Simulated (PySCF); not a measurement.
H4NSi (doublet state).
Bonds: N1–Si2. Hydrogens: H3, H4 on N1; H5, H6 on Si2.

As a line formula: `N[SiH2]` [radical].

Method: UKS B3LYP, pcH-1 on H N Si, non-relativistic, mean-field spin-orbit, GIAO in PySCF 2.14.0. One conformer (not necessarily the lowest) at the GFN2-xTB geometry, without solvent, vibrations or thermal averaging. A GFN2-xTB geometry isn't a minimum of the functional, and hyperfine couplings can be far from their values at a DFT geometry, by a factor of two or more for some ions and for spin on atoms past the first row.

Principal values of hyperfine tensors in MHz (contact, dipolar and spin–orbit terms together), for some of the nuclei:

| atom | isotope | A1 | A2 | A3 |
| --- | --- | --- | --- | --- |
| Si2 | 29Si | -683.00 | -430.07 | -426.05 |
| H6 | 1H | 84.01 | 95.34 | 101.79 |
| N1 | 14N | 18.01 | 18.67 | 24.40 |
| H5 | 1H | 8.01 | 17.81 | 26.80 |
| H3 | 1H | 0.02 | 2.97 | 13.89 |

Give the isotropic coupling of each nucleus in MHz and in mT (g = 2.0030), and the anisotropic part.

a_iso is a third of the trace, T = A − a_iso, and a(mT) = a(MHz)/(g × 13.996). The tensors hold a spin–orbit part: the run splits a_iso into a_FC + a_SO, and T includes its anisotropic share.

```
atom  a_iso (MHz)     a_FC  a_SO  a_iso (mT)       T1     T2     T3
 Si2      -513.04  -514.09  1.04     -18.300  -169.96  82.97  86.99
  H6        93.72    93.70  0.02       3.343    -9.70   1.63   8.08
  N1        20.36    20.34  0.02       0.726    -2.35  -1.69   4.04
  H5        17.54    17.52  0.02       0.626    -9.54   0.27   9.26
  H3         5.63     5.62  0.01       0.201    -5.61  -2.66   8.27
```

What spin density at the nucleus of H5 lies behind its contact coupling (g_N = 5.58569)?

a_FC = 800.24 MHz bohr³ × g_N × ρ(0)/(2S). With a_FC = 17.52 MHz and 2S = 1, ρ(0) = 0.003921 bohr⁻³. In magnitude that is 1.2 % of the 1/π = 0.318 of a free hydrogen atom.

H4 (1H, g_N = 5.58569) isn't in the table. Its spin density at the nucleus is 0.01521 bohr⁻³. What is its contact coupling?

By the same relation, a_FC = 68.0 MHz. Its full tensor has the principal values 63.54, 65.92, 74.51 MHz.

Which nucleus of the table has the largest anisotropic coupling, and what is its form?

Si2: -170.0, 83.0, 87.0 MHz (the dipolar term alone has -169.0, 82.5, 86.4), nearly axial, close to the ratio +1:+1:−2, the form that spin in one p orbital centred on that nucleus gives (the nuclear moment is negative).

What first-order splitting does H6 cause when the field lies along A1, A2 or A3 of its tensor (g taken as isotropic, no quadrupole term)?

2 lines (I = 1/2), spaced by |A_i|/(g × 13.996): 3.00, 3.40, 3.63 mT along the axes of A1, A2 and A3.
